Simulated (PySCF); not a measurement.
Species: Si3H6.
Bonds: Si1–Si2, Si2–Si3, Si1–Si3. Hydrogens: H4, H5 on Si1; H6, H7 on Si2; H8, H9 on Si3.

Theory: PySCF 2.14.0, PBE0-D3(BJ)/def2-SVP geometry optimisation, gas phase.

(1) Give the optimised bond lengths and angles.

Results:

(1) 
```json
{"bond": "Si1–Si2, Si1–Si3, Si2–Si3", "length (pm)": "233.8", "order": "single"}
{"bond": "Si1–H4 and 5 like bonds", "length (pm)": "149.1", "order": "single"}
```

Bonds in one row agree within 1 pm and their mean is given. Orders are formal, as drawn. A selection of angles:
```json
{"angle": "Si2–Si1–Si3", "degrees": "60.0"}
{"angle": "Si2–Si1–H4", "degrees": "118.4"}
{"angle": "H4–Si1–H5", "degrees": "113.6"}
```

All 3 Si–Si bonds measure 2.337 to 2.338 Å. Si1 (SiH2 silicon) has angles from 60.0° to 118.4°. All internal angles of the 3-membered ring Si1–Si2–Si3 are 60.0°.

Point group: D3h (every atom within 0.08 Å of its image). Not checked by PBE0-D3(BJ)/def2-SVP frequencies.
